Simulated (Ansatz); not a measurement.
Reaction (SMILES): [C-]#[NH+] (C-NH) → C atom + H atom + N atom
B3LYP-D3(BJ)/def2-TZVP geometries, fixed; electronic energies without zero-point terms.

Energies in hartree at CCSD(T) with Ansatz (a program for electronic structure); the atomisation energy is their sum with the coefficients shown, times 627.509 kcal/mol a hartree. All functions are spherical. Cores are frozen. Open shells are unrestricted. No added dispersion term, no relativity.

```json
[
 {"species": "[C-]#[NH+] (C-NH)", "coefficient": "-1", "part": "Hartree-Fock", "cc-pVDZ": "-92.86622", "cc-pVTZ": "-92.89264", "cc-pVQZ": "-92.89921"},
 {"species": "[C-]#[NH+] (C-NH)", "coefficient": "-1", "part": "correlation", "cc-pVDZ": "-0.29648", "cc-pVTZ": "-0.35852", "cc-pVQZ": "-0.37834"},
 {"species": "C atom", "coefficient": "+1", "part": "Hartree-Fock", "cc-pVDZ": "-37.68654", "cc-pVTZ": "-37.69157", "cc-pVQZ": "-37.69331"},
 {"species": "C atom", "coefficient": "+1", "part": "correlation", "cc-pVDZ": "-0.07383", "cc-pVTZ": "-0.08919", "cc-pVQZ": "-0.09323"},
 {"species": "H atom", "coefficient": "+1", "part": "Hartree-Fock", "cc-pVDZ": "-0.49928", "cc-pVTZ": "-0.49981", "cc-pVQZ": "-0.49995"},
 {"species": "N atom", "coefficient": "+1", "part": "Hartree-Fock", "cc-pVDZ": "-54.39111", "cc-pVTZ": "-54.40069", "cc-pVQZ": "-54.40372"},
 {"species": "N atom", "coefficient": "+1", "part": "correlation", "cc-pVDZ": "-0.08739", "cc-pVTZ": "-0.11402", "cc-pVQZ": "-0.12111"}
]
```

Task: Predict the atomisation energy in cc-pV5Z (X = 5): let each Hartree-Fock step shrink by the ratio of the last two, and fit each correlation energy at X = 3 and 4 to E + A/X^3. Compare with the run.

Result: 
- [C-]#[NH+] (C-NH): steps -0.02642 and -0.00657, ratio 0.249, so Hartree-Fock -92.90085 (run: -92.90059); A = (-0.35852 - (-0.37834))/(1/27 - 1/64) = 0.9256, correlation -0.37834 - A/64 + A/125 = -0.38540 (run: -0.38495).
- C atom: steps -0.00503 and -0.00174, ratio 0.346, so Hartree-Fock -37.69391 (run: -37.69368); A = (-0.08919 - (-0.09323))/(1/27 - 1/64) = 0.1887, correlation -0.09323 - A/64 + A/125 = -0.09467 (run: -0.09456).
- H atom: steps -0.00053 and -0.00014, ratio 0.264, so Hartree-Fock -0.49999 (run: -0.49999).
- N atom: steps -0.00958 and -0.00303, ratio 0.316, so Hartree-Fock -54.40468 (run: -54.40444); A = (-0.11402 - (-0.12111))/(1/27 - 1/64) = 0.3311, correlation -0.12111 - A/64 + A/125 = -0.12363 (run: -0.12350).
Predicted 294.53 kcal/mol; the run in cc-pV5Z gives 294.53, a miss of 0.00. Keeping the value in cc-pVQZ, 292.56, would miss by -1.97. All sums are of the energies as printed.
